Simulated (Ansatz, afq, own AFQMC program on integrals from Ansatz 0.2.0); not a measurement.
Integrals from Ansatz 0.2.0, then the random walk in our own AFQMC program (afq).

```yaml
crystal:
  periodic: [false, false, false]
  atoms:
    - {symbol: Si, position_ang: [0.000000, 0.000000, 0.000000]}
    - {symbol: B, position_ang: [0.000000, 0.000000, 1.919159]}
basis:
  gaussian: {orbitals: 6-31G}
magnetization: {spin_polarized: false, initial_magnetization: 1}
correlation: {method: ccsd_t, electrons: outside_noble_gas, hamiltonian_folder: ham}
```

```sh
$ ansatz run in.yaml --threads 1 --pin off --events-out ev --progress --plain --max-ram 24576MiB --backend cuda --devices 0, --max-vram 18GiB
```

afq runs on the folder ham with

```
--method phaseless --trial hf --walkers 4000 --populations 20 --least-time 40 --time-step 0.005 --steps-per-block 20 --equilibration-blocks 112 --max-blocks 4000 --target-error 0.0008 --factor-cut 1e-05 --start spin_pure --seed 8904 --taylor-order 6
```

Times are imaginary, in 1/Eh. The walk had a cap of 49 s. With eight or more populations the least sampling time is a fifth of least-time, and the error comes from their spread.

afq prints:

```
orbitals 16  electrons 4 3  factors 90 of 266
reference energy -313.33293157 Eh
CCSD correlation -0.13918679 Eh in 15 cycles, weight of the determinant in the CISD state 0.8078
energy of the start -313.332931 Eh
 block  time / (1/Eh)  mean weight  energy / Eh
     1     0.100  1.0001  -313.345351
     2     0.200  1.0003  -313.357204
     3     0.300  1.0005  -313.366862
     4     0.400  1.0007  -313.375454
     5     0.500  1.0005  -313.383068
     8     0.800  1.0002  -313.402789
    16     1.600  1.0002  -313.435187
    61     6.100  0.9999  -313.463668
   106    10.600  1.0001  -313.471200
   151    15.100  1.0001  -313.465508
   196    19.600  0.9999  -313.462209
   241    24.100  0.9998  -313.468636
   271    27.100  0.9999  -313.478441
   286    28.600  0.9998  -313.464729
   331    33.100  0.9998  -313.463375
   361    36.100  1.0002  -313.455640
   376    37.600  1.0001  -313.473271
   421    42.100  1.0002  -313.460828
   466    46.600  0.9999  -313.464933
   511    51.100  1.0002  -313.456502
   556    55.600  0.9996  -313.461831
   601    60.100  0.9996  -313.461727
   616    61.600  1.0000  -313.465297
error from the spread of 20 populations
energy -313.465386 +/- 0.000878 Eh
(rows thinned)
```

The run passed its tests (sampling time, drift between the halves within three errors, error under three times the target), which doesn't prove that it has relaxed, ending at its cap on processor time.

Against this walk (error 23.9 meV) on the same determinant: CCSD(T) 435.1 meV lower, CCSDT(Q) 514.2 meV lower, CCSDTQ 518.2 meV lower, full CI (a separate run on its own orbitals, whose frozen core shifts it by up to a few meV) 524.8 meV lower, a separate phaseless walk with a CISD trial and standard settings 388.5 ± 24.3 meV lower. The error is statistical and leaves out the bias of the constraint. Full CI is exact here, so the walk's 525 meV above it is the walk's own error: the bias of the constraint with this trial. It lies above even CCSD, by 183 meV.

Cautions: constraint bias not in the error; error above the target (23.9 against 21.8 meV); a spin-contaminated unrestricted determinant lies lower (UHF 1.66 eV lower, ⟨S²⟩ 1.78); the search met a lower determinant of the same kind, perhaps of another symmetry (736 meV lower), and this one is a saddle point; strong correlation (T1 0.047, weight of the determinant 0.81, largest double 0.19); (T) is large, 7 % of the CCSD correlation; CCSD(T) is in doubt: in a space of 7 electrons in 8 natural orbitals full CI lies 86 meV below it; CCSDTQ on the UHF determinant differs (278 meV higher), so the two series follow different states; full CI with its own frozen core; a state of higher spin lies lower (by 698 meV).

The walk took 49 s on 1 × NVIDIA H100 80GB HBM3 with 2 threads of AMD EPYC 7R13 Processor (Zen 3) (shared host) (the card was shared). The log's last line is the phaseless energy.

CCSDT and higher add their correlation energy to the determinant of the CCSD(T) run, since their own runs factorise the integrals more tightly (a shift of under 2 meV). A walk keeps the symmetry of its determinant, which the program's search chose and which needn't be the lowest solution, so a lower state of the same spin and another symmetry isn't excluded.
